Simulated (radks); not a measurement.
# C³⁺ in [He] 3d1: an all-electron calculation

What are the levels of the carbon ion C3+, how large are its shells, and how does its energy divide?

The numbers are computed with radks (a radial shooting solver on a logarithmic mesh, Libxc functionals) version 1 (scalar-relativistic Kohn-Sham, SOGGA, spin-polarised, spherical densities, finite nucleus; open shells are filled with parallel spins first), except any that are marked as measured or tabulated.

## 1. The atom as given

| Property | Result |
| --- | --- |
| element | carbon (Z = 6) |
| charge | +3 |
| electrons | 3 |
| configuration | [He] 3d1 |
| nuclear rms radius | 2.4702 fm |

The outer shells:

C³⁺
```
[He] core
3d [↑ ][  ][  ][  ][  ]
```

## 2. The run

Input:

```text
Z 6
configuration [He] 3d1
relativity scalar-relativistic
functional sogga,pbe
spin polarised
nucleus finite rms 2.4702 fm
c 137.035999084
```

Q: Predict the outcome of this run.

As calculated:

```
                        quantity                   value
                    total energy       -33.09054 hartree
exchange-correlation share of it                 10.60 %
                            −T/E                  0.9993
          highest occupied level       3d up, -20.906 eV
    most extended occupied level  3d up, <r> = 2.61 bohr
 radius at density 0.001 e/bohr³               3.70 bohr
    maxima of the radial density                       2
```

What this shows: 2 principal shells are occupied and 2 maxima appear in the radial density. This is not the tabulated ground configuration, so its levels and sizes aren't those of the ground state, and no measured value stands beside it.
